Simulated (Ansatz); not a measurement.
Structure relaxation of Au

All numbers below come from DFT r2SCAN, scalar-relativistic, plane waves, PAW (Ansatz). Cutoff 500 eV, Γ-centred k mesh, Gaussian smearing, no spin polarisation in the final step.

The start puts Au on the beta-tungsten (A15) structure type (Pm-3n, No. 223), at a guessed volume.

```
CELL_PARAMETERS angstrom
5.27903 0.00000 0.00000
0.00000 5.27903 0.00000
0.00000 0.00000 5.27903
ATOMIC_POSITIONS crystal
Au 0.50000 0.50000 0.50000
Au 0.00000 0.00000 0.00000
Au 0.25000 0.00000 0.50000
Au 0.50000 0.25000 0.00000
Au 0.50000 0.75000 0.00000
Au 0.75000 0.00000 0.50000
Au 0.00000 0.50000 0.75000
Au 0.00000 0.50000 0.25000
```

Cell and atoms relax at zero pressure; the relaxation can't lower the symmetry of the start.

Energies count from the standard state of Au at the same level.

Q: Describe the relaxed structure.

A: It keeps Pm-3n (No. 223). The result has the beta-tungsten (A15) structure. Conventional cell: a = 5.258 Å. Au on Wyckoff site a (2 atoms of the primitive cell) is coordinated by 12 Au at 2.94 Å; around Au on Wyckoff site c (6 atoms of the primitive cell) lie 2 Au at 2.63 Å, 4 Au at 2.94 Å and 8 Au at 3.22 Å.

```
Au
1.0
     5.25809    0.00000    0.00000
     0.00000    5.25809    0.00000
     0.00000    0.00000    5.25809
Au
8
Cartesian
  2.6290 2.6290 2.6290
  0.0000 0.0000 0.0000
  1.3145 0.0000 2.6290
  2.6290 1.3145 0.0000
  2.6290 3.9436 0.0000
  3.9436 0.0000 2.6290
  0.0000 2.6290 3.9436
  0.0000 2.6290 1.3145
```

Q: What are its volume, energy, density and gap?

A: The volume per atom is 18.17 Å³, the density is 18.00 g/cm³ and the energy over the standard structure is 0.13 eV/atom. The gap on the 8×8×8 mesh is 0 eV (a metal).

The final run used a 8×8×8 mesh on its 8-atom cell and 0.10 eV smearing. The k mesh leaves about 4 meV/atom of noise in metals. Spin–orbit coupling is left out. A structure relaxed within its symmetry needn't be a true minimum. The steps took about 2.2 core-minutes in all.